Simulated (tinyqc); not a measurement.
CIS on RHF in the sto-3g basis, frozen core, for HF, spin multiplicity 1, step by step. Computed by tinyqc, a small Python program that keeps every step (integrals from PySCF). Settings: charge = 0, multiplicity = 1, basis = sto-3g, method = RHF, frozen orbitals = 1, energy threshold = 1e-10, iteration cap = 88, orthogonalisation = canonical, start = atomic densities, DIIS depth = 6. Command: `OMP_NUM_THREADS=1 python tinyqc.py 30107 30108 out.jsonl` (the two numbers bound the seeds that draw the settings). One thread of a shared host (Intel(R) Xeon(R) Processor @ 2.60GHz), about 0.07 s of CPU time with the checks. The early iterations of the SCF are left out here.

## One-electron integrals

Geometry (angstrom):

| atom | x | y | z |
|---|---|---|---|
| F | 0.000000 | 0.000000 | 0.000000 |
| H | 0.000000 | 0.000000 | 1.084000 |

Basis sto-3g: exponents (1/bohr^2) and contraction coefficients of normalised primitives:

| element | l (shell) | exponent | coefficient |
|---|---|---|---|
| F | s (1) | 166.679130 | 0.154329 |
| F | s (1) | 30.360812 | 0.535328 |
| F | s (1) | 8.216821 | 0.444635 |
| F | s (2) | 6.464803 | -0.099967 |
| F | s (2) | 1.502281 | 0.399513 |
| F | s (2) | 0.488588 | 0.700115 |
| F | p (3) | 6.464803 | 0.155916 |
| F | p (3) | 1.502281 | 0.607684 |
| F | p (3) | 0.488588 | 0.391957 |
| H | s (1) | 3.425251 | 0.154329 |
| H | s (1) | 0.623914 | 0.535328 |
| H | s (1) | 0.168855 | 0.444635 |

Overlap, kinetic and nuclear-attraction integrals over the contracted functions; the nuclear repulsion is the sum of Za Zb / Rab.

nuclear repulsion = 4.39353773 hartree

overlap S, lower triangle:
```
           1F 1s     1F 2s    1F 2px    1F 2py    1F 2pz     2H 1s
1F 1s   1.000000
1F 2s   0.237990  1.000000
1F 2px  0.000000  0.000000  1.000000
1F 2py  0.000000  0.000000  0.000000  1.000000
1F 2pz  0.000000  0.000000  0.000000  0.000000  1.000000
2H 1s   0.033165  0.345044  0.000000  0.000000  0.288615  1.000000
```

kinetic energy T (hartree), lower triangle:
```
            1F 1s     1F 2s    1F 2px    1F 2py    1F 2pz     2H 1s
1F 1s   36.984577
1F 2s   -0.212858  1.037995
1F 2px   0.000000  0.000000  3.248015
1F 2py   0.000000  0.000000  0.000000  3.248015
1F 2pz   0.000000  0.000000  0.000000  0.000000  3.248015
2H 1s   -0.007163  0.056301  0.000000  0.000000  0.160577  0.760032
```

nuclear attraction V (hartree), lower triangle:
```
             1F 1s       1F 2s      1F 2px      1F 2py      1F 2pz      2H 1s
1F 1s   -77.497751
1F 2s    -9.292988  -12.028355
1F 2px    0.000000    0.000000  -11.910138
1F 2py    0.000000    0.000000    0.000000  -11.910138
1F 2pz   -0.010775   -0.132806    0.000000    0.000000  -11.986723
2H 1s    -1.328677   -3.069807    0.000000    0.000000   -2.240888  -5.523135
```

core Hamiltonian H = T + V (hartree), lower triangle:
```
             1F 1s       1F 2s     1F 2px     1F 2py     1F 2pz      2H 1s
1F 1s   -40.513174
1F 2s    -9.505846  -10.990360
1F 2px    0.000000    0.000000  -8.662124
1F 2py    0.000000    0.000000   0.000000  -8.662124
1F 2pz   -0.010775   -0.132806   0.000000   0.000000  -8.738708
2H 1s    -1.335841   -3.013507   0.000000   0.000000  -2.080311  -4.763103
```

## Two-electron integrals

Functions are numbered as in S; the eight-fold symmetry (ij|kl) = (ji|kl) = (kl|ij) leaves the list below.

Two-electron integrals (ij|kl) in chemists' order, unique and non-zero (hartree):
```
(11|11) 5.403501   (21|11) 0.841920   (21|21) 0.156299   (22|11) 1.268028
(22|21) 0.292344   (22|22) 0.926167   (31|31) 0.027998   (32|31) 0.043169
(32|32) 0.204588   (33|11) 1.264502   (33|21) 0.292403   (33|22) 0.925959
(33|33) 0.997514   (41|41) 0.027998   (42|41) 0.043169   (42|42) 0.204588
(43|43) 0.053770   (44|11) 1.264502   (44|21) 0.292403   (44|22) 0.925959
(44|33) 0.889973   (44|44) 0.997514   (51|51) 0.027998   (52|51) 0.043169
(52|52) 0.204588   (53|53) 0.053770   (54|54) 0.053770   (55|11) 1.264502
(55|21) 0.292403   (55|22) 0.925959   (55|33) 0.889973   (55|44) 0.889973
(55|55) 0.997514   (61|11) 0.118889   (61|21) 0.021893   (61|22) 0.040716
(61|33) 0.040653   (61|44) 0.040653   (61|51) 0.000896   (61|52) 0.001684
(61|55) 0.040849   (61|61) 0.003098   (62|11) 0.310153   (62|21) 0.072505
(62|22) 0.257341   (62|33) 0.253522   (62|44) 0.253522   (62|51) 0.004948
(62|52) 0.039079   (62|55) 0.264726   (62|61) 0.010312   (62|62) 0.089043
(63|31) 0.007480   (63|32) 0.044739   (63|53) 0.008166   (63|63) 0.013014
(64|41) 0.007480   (64|42) 0.044739   (64|54) 0.008166   (64|64) 0.013014
(65|11) 0.214895   (65|21) 0.050868   (65|22) 0.193251   (65|33) 0.185064
(65|44) 0.185064   (65|51) 0.010510   (65|52) 0.072468   (65|55) 0.209401
(65|61) 0.007529   (65|62) 0.082055   (65|65) 0.088075   (66|11) 0.477076
(66|21) 0.113347   (66|22) 0.464620   (66|33) 0.449131   (66|44) 0.449131
(66|51) 0.009405   (66|52) 0.105412   (66|55) 0.495092   (66|61) 0.016211
(66|62) 0.209210   (66|65) 0.224234   (66|66) 0.774606
```

## Orthogonalisation

S = U s U^T; canonical form X = U s^(-1/2), so that X^T S X = 1. Each column of U has its largest component positive (the first on a tie).

eigenvalues of S: 0.522514  0.846820  1.000000  1.000000  1.128437  1.502229

X:
```
                1          2          3         4          5         6
1F 1s    0.348851   0.735252   0.000000  0.000000  -0.575896  0.263586
1F 2s   -0.825589  -0.429116   0.000000  0.000000  -0.348094  0.483508
1F 2px   0.000000   0.000000  -0.540876  0.841102   0.000000  0.000000
1F 2py   0.000000   0.000000   0.841102  0.540876   0.000000  0.000000
1F 2pz  -0.545131   0.596574   0.000000  0.000000   0.601433  0.299956
2H 1s    0.901866  -0.316627   0.000000  0.000000   0.267645  0.521964
```

Within a degenerate level the vectors are fixed only up to a rotation; this is one choice.

## Iteration 7 (converged): orbitals

converged F (hartree), lower triangle:
```
             1F 1s      1F 2s     1F 2px     1F 2py     1F 2pz      2H 1s
1F 1s   -25.905598
1F 2s    -6.624028  -3.026578
1F 2px    0.000000   0.000000  -0.462008
1F 2py    0.000000   0.000000   0.000000  -0.462008
1F 2pz   -0.019062  -0.050914   0.000000   0.000000  -0.272267
2H 1s    -0.940224  -0.854610   0.000000   0.000000  -0.499137  -0.405521
```

Diagonalise F' = X^T F X, C = X C', fill 5 alpha and 5 beta electrons from the bottom; D = 2 C_occ C_occ^T. Each column has its largest component positive (the first on a tie).

F' = X^T F X (hartree), lower triangle:
```
           1           2          3          4           5          6
1  -0.677527
2  -3.250155  -10.115987
3   0.000000    0.000000  -0.462008
4   0.000000    0.000000   0.000000  -0.462008
5   2.646446   10.196800   0.000000   0.000000  -11.418890
6  -1.361454   -6.063383   0.000000   0.000000    6.843286  -5.194968
```

orbital energies (hartree): MO1 -25.915076, MO2 -1.432487, MO3 -0.533536, MO4 -0.462008, MO5 -0.462008, MO6 0.473727

coefficients C:
```
              MO1        MO2        MO3       MO4        MO5        MO6
1F 1s    0.994874  -0.254870   0.064739  0.000000   0.000000   0.067098
1F 2s    0.021304   0.974900  -0.335416  0.000000   0.000000  -0.396607
1F 2px   0.000000   0.000000   0.000000  1.000000  -0.000701   0.000000
1F 2py   0.000000   0.000000   0.000000  0.000701   1.000000   0.000000
1F 2pz   0.001905   0.047791   0.689052  0.000000   0.000000  -0.792265
2H 1s   -0.004126   0.124506   0.567495  0.000000   0.000000   0.959232
```

D after iteration 7, lower triangle:
```
            1F 1s      1F 2s    1F 2px    1F 2py    1F 2pz     2H 1s
1F 1s    2.117849
1F 2s   -0.497984   2.126777
1F 2px   0.000000   0.000000  2.000000
1F 2py   0.000000   0.000000  0.000000  2.000000
1F 2pz   0.068646  -0.368975  0.000000  0.000000  0.954162
2H 1s    0.001803  -0.138108  0.000000  0.000000  0.793952  0.675138
```

Within a degenerate level the vectors are fixed only up to a rotation; this is one choice.

## Convergence

Stop when the energy changes by less than 1e-10 hartree and every element of the error matrix X^T (F D S - S D F) X is below 3e-06.

Course of the cycle:

| iteration | E (hartree) | change | largest element of the error matrix |
|---|---|---|---|
| 1 | -99.25312556 | - | 7.88e-01 |
| 2 | -98.50894557 | 7.44e-01 | 2.00e-01 |
| 3 | -98.55547842 | -4.65e-02 | 2.47e-02 |
| 4 | -98.55602832 | -5.50e-04 | 3.91e-03 |
| 5 | -98.55603566 | -7.34e-06 | 5.41e-05 |
| 6 | -98.55603566 | -1.65e-09 | 7.13e-07 |
| 7 | -98.55603566 | -7.53e-13 | 5.05e-09 |

PySCF RHF in the same basis = -98.55603566 hartree

Converged in 7 iterations.

## Integrals over molecular orbitals

(pq|rs) = sum C_ip C_jq C_kr C_ls (ij|kl), one index at a time.

one-electron integrals over orbitals h = C^T H C (hartree), lower triangle:
```
            1          2          3          4          5          6
1  -40.495484
2    0.714206  -9.130816
3   -0.172175   0.546342  -7.193912
4    0.000000   0.000000   0.000000  -8.662124
5    0.000000   0.000000   0.000000   0.000000  -8.662124
6   -0.183053   0.980454   2.073101   0.000000   0.000000  -6.072451
```

Two-electron integrals over orbitals (pq|rs), unique and non-zero (hartree); the lowest 1 orbital is frozen and left out:
```
(22|22) 0.862656    (32|22) -0.037506   (32|32) 0.148070    (33|22) 0.724704
(33|32) -0.029031   (33|33) 0.717590    (42|42) 0.185620    (43|42) -0.035473
(43|43) 0.040884    (44|22) 0.887054    (44|32) -0.074140   (44|33) 0.715176
(44|44) 0.997514    (52|52) 0.185620    (53|52) -0.035473   (53|53) 0.040884
(54|54) 0.053770    (55|22) 0.887054    (55|32) -0.074140   (55|33) 0.715176
(55|44) 0.889973    (55|55) 0.997514    (62|22) -0.107866   (62|32) -0.063032
(62|33) -0.027762   (62|44) -0.105829   (62|55) -0.105829   (62|62) 0.093207
(63|22) -0.203097   (63|32) 0.090558    (63|33) -0.107606   (63|44) -0.222218
(63|55) -0.222218   (63|62) 0.047299    (63|63) 0.205467    (64|42) -0.035446
(64|43) -0.019001   (64|64) 0.030245    (65|52) -0.035446   (65|53) -0.019001
(65|65) 0.030245    (66|22) 0.660062    (66|32) 0.058204    (66|33) 0.662407
(66|44) 0.638708    (66|55) 0.638708    (66|62) -0.061003   (66|63) -0.020341
(66|66) 0.696811
```

## CIS matrix, singlets

A(ia,jb) = (e_a - e_i) d_ij d_ab + 2 (ia|jb) - (ij|ab).

CIS matrix A, singlet (hartree), lower triangle:
```
          2>6       3>6       4>6       5>6
2>6  1.432566
3>6  0.036393  0.755790
4>6  0.000000  0.000000  0.357518
5>6  0.000000  0.000000  0.000000  0.357518
```

## CIS singlet states

dipole integrals <i|r|a> (bohr):
```
             x          y         z
2>6   0.000000   0.000000  0.011250
3>6   0.000000   0.000000  1.062669
4>6  -0.019803  -0.000014  0.000000
5>6   0.000014  -0.019803  0.000000
```

Diagonalise A (1 hartree = 27.211386 eV); each vector has its largest component positive (the first on a tie). The transition dipole is mu = sqrt2 sum c_ia <i|r|a>.

singlet excitation energies (eV): 9.728553  9.728553  20.513005  39.035206

lowest vectors:
```
       state 1   state 2    state 3   state 4
2>6   0.000000  0.000000  -0.053543  0.998566
3>6   0.000000  0.000000   0.998566  0.053543
4>6  -0.094504  0.995525   0.000000  0.000000
5>6   0.995525  0.094504   0.000000  0.000000
```

oscillator strengths 2/3 w |mu|^2: 0.000187  0.000187  1.130507  0.008879

Within a degenerate level the vectors are fixed only up to a rotation; this is one choice.

## CIS matrix, triplets

A(ia,jb) = (e_a - e_i) d_ij d_ab - (ij|ab).

CIS matrix A, triplet (hartree), lower triangle:
```
           2>6       3>6       4>6       5>6
2>6   1.246152
3>6  -0.058204  0.344856
4>6   0.000000  0.000000  0.297027
5>6   0.000000  0.000000  0.000000  0.297027
```

## CIS triplet states

Diagonalise A (1 hartree = 27.211386 eV); each vector has its largest component positive (the first on a tie).

triplet excitation energies (eV): 8.082512  8.082512  9.282142  34.011391

lowest vectors:
```
       state 1   state 2   state 3    state 4
2>6   0.000000  0.000000  0.064179   0.997938
3>6   0.000000  0.000000  0.997938  -0.064179
4>6  -0.024309  0.999704  0.000000   0.000000
5>6   0.999704  0.024309  0.000000   0.000000
```

Within a degenerate level the vectors are fixed only up to a rotation; this is one choice.
